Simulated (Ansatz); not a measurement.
in.yaml

```yaml
crystal:
  periodic: [false, false, false]
  atoms:
    - {symbol: Ta, position_ang: [0.000000, 0.000000, 0.000000]}
    - {symbol: H, position_ang: [0.000000, 0.000000, 4.617000]}
basis:
  gaussian: {orbitals: def2-TZVP}
total_charge: 1
magnetization: {spin_polarized: false, initial_magnetization: 3}
correlation: {method: fci, electrons: outside_noble_gas}
```

```sh
$ ansatz run in.yaml --threads 1 --pin off --events-out ev --progress --plain --max-ram 2393MiB
```

Q: Roughly how long does this take on 1 thread of Arm Neoverse V2, shared host, and how much host memory?

A: 3 min wall and 0.53 GiB.

```
680 factors; integrals over basis functions are off by at most 9.5e-7 eV
mean field evaluation 1: about -1536.7865 eV, gradient 8.6e0 eV
mean field evaluation 2: about -1536.7867 eV, gradient 8.6e0 eV
mean field evaluation 4: about -1537.7218 eV, gradient 1.8e0 eV
mean field evaluation 8: about -1537.8044 eV, gradient 1.8e-1 eV
mean field evaluation 16: about -1537.8606 eV, gradient 5.5e-1 eV
mean field evaluation 32: about -1536.7865 eV, gradient 8.6e0 eV
mean field evaluation 64: about -1537.1754 eV, gradient 1.3e0 eV
mean field evaluation 96: about -1537.8054 eV, gradient 2.0e-6 eV
mean field evaluation 128: about -1538.0256 eV, gradient 4.6e-1 eV
mean field evaluation 160: about -1538.0269 eV, gradient 3.1e-2 eV
mean field evaluation 192: about -1538.0268 eV, gradient 3.1e-3 eV
mean field evaluation 224: about -1538.0270 eV, gradient 1.6e-3 eV
mean field evaluation 256: about -1537.8834 eV, gradient 1.9e0 eV
mean field evaluation 288: about -1538.0262 eV, gradient 4.5e-2 eV
mean field evaluation 320: about -1538.0269 eV, gradient 1.5e-3 eV
mean field evaluation 352: about -1538.0260 eV, gradient 9.0e-3 eV
mean field evaluation 384: about -1538.0267 eV, gradient 2.8e-6 eV
mean field -1538.02697103 eV, -56.5214486734 hartree, gradient 1.6e-10 eV, S^2 3.750000; 22 other end points of the search recorded, 0 dependent functions left out
mean field evaluation 416: about -1537.1372 eV, gradient 8.1e0 eV
mean field evaluation 448: about -1538.6447 eV, gradient 1.4e-2 eV
mean field evaluation 480: about -1538.6449 eV, gradient 4.7e-3 eV
determinant -1538.02674919 eV, -56.5214405209 hartree, with singles and doubles -1539.57419444 eV, -56.5783080848 hartree
determinant -1538.02605060 eV, -56.5214148480 hartree, with singles and doubles -1539.57057774 eV, -56.5781751734 hartree
determinant -1537.80571492 eV, -56.5133176613 hartree, with singles and doubles -1539.53000916 eV, -56.5766843057 hartree
determinant -1538.02674919 eV, -56.5214405209 hartree, with singles and doubles -1539.59185049 eV, -56.5789569325 hartree
determinant -1538.02605060 eV, -56.5214148480 hartree, with singles and doubles -1539.59100411 eV, -56.5789258288 hartree
determinant -1537.80571492 eV, -56.5133176613 hartree, with singles and doubles -1539.54740934 eV, -56.5773237504 hartree
unrestricted determinant -1538.64549928 eV, -56.5441791673 hartree, S^2 4.6779
4 core orbitals not correlated: weight in the atoms' cores, before any rotation towards them, 1.000 or more for the frozen orbitals, at most 0.000 for the correlated occupied ones
reference -1538.02674919 eV, -56.5214405209 hartree; 4, 1 occupied and 38, 41 virtual orbitals, 680 factors
state -1540.16443816 eV, -56.5999991416 hartree
Total energy: -1540.16443816 eV, -56.5999991416 hartree
```

Natural occupations: 1.0436 0.9909 0.9473 0.9450 0.9441 0.0471 0.0469 0.0045 0.0041 0.0039 0.0036 0.0028 0.0024 0.0022 0.0021 0.0021 0.0021 0.0015 0.0013 0.0010 0.0009 0.0001 0.0001 0.0001.
